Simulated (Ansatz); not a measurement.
Basis-set extrapolation for phosphine, H₃P (PBE0-D4/def2-TZVP geometry, frozen core, the Gaussian-basis code of Ansatz). Multiplicity 1, RHF reference.

|  | cc-pV(T+d)Z | cc-pV(Q+d)Z |
| --- | --- | --- |
| HF | -342.489835 | -342.493527 |
| MP2 correlation | -0.170136 | -0.182303 |
| CCSD(T) correlation | -0.205344 | -0.216041 |

Energies in hartree. Use E(X) = E(∞) + A·exp(−5.46·√X) for Hartree–Fock and E(X) = E(∞) + B·X^(−3.05) for correlation, with X = 3 and 4.

Question: What is the CCSD(T) energy at the basis-set limit?

Answer: HF limit: -342.493527 + (-0.003692) × 0.30130 = -342.49464. Correlation limit: -0.216041 + (-0.010697) × 0.71189 = -0.22366. Total: -342.71830 hartree, 60.7 kJ/mol below CCSD(T)/cc-pV(T+d)Z.
